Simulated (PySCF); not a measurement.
Species: C₅H₇N.
Numbering: `[H]/[N:6]=[CH:5]/[C:3]([CH:2]=[CH2:1])=[CH2:4]` (hydrogens: H7, H8 on C1; H9 on C2; H10, H11 on C4; H12 on C5; H13 on N6)

Torsions of this conformer, `[H]/[N:6]=[CH:5]/[C:3]([CH:2]=[CH2:1])=[CH2:4]`: C1–C2–C3–C4 180°, C2–C3–C5–N6 180°.

The closed-shell ground state was solved at several levels (PySCF, density fitting, gas phase, non-relativistic). Geometry: GFN2-xTB, one conformer, isolated molecule.

| level | basis functions | total energy (Eh) | HOMO (eV) | LUMO (eV) | gap (eV) | dipole (D) |
| --- | --- | --- | --- | --- | --- | --- |
| B3LYP/pcJ-1 | 232 | -249.4487 | -6.61 | -1.71 | 4.90 | 1.43 |
| wB97X-D/def2-SVPD | 176 | -249.1692 | -8.64 | 0.15 | 8.79 | 1.46 |

Question: What might PBE0/pcSseg-1 (137 basis functions) give for the same quantities?

Answer: Total energy -249.0953 Eh, HOMO -6.84 eV, LUMO -1.53 eV, gap 5.31 eV, dipole 1.42 D.

Question: Over all these levels, which gives the widest orbital gap and which the narrowest?

Answer: wB97X-D/def2-SVPD (range-separated hybrid) has the widest, 8.79 eV, and B3LYP/pcJ-1 (global hybrid, 20 % exact exchange) the narrowest, 4.90 eV. Functional and basis both differ between the two, so the spread mixes both effects.

Question: How far do the dipole and the HOMO energy spread over the levels?

Answer: The dipole runs from 1.42 to 1.46 D (mean 1.44 D) and the HOMO from -8.64 to -6.61 eV.

The pairwise dispersion term of wB97X-D wasn't added to the energies; at a given geometry it leaves orbitals and properties as they are.
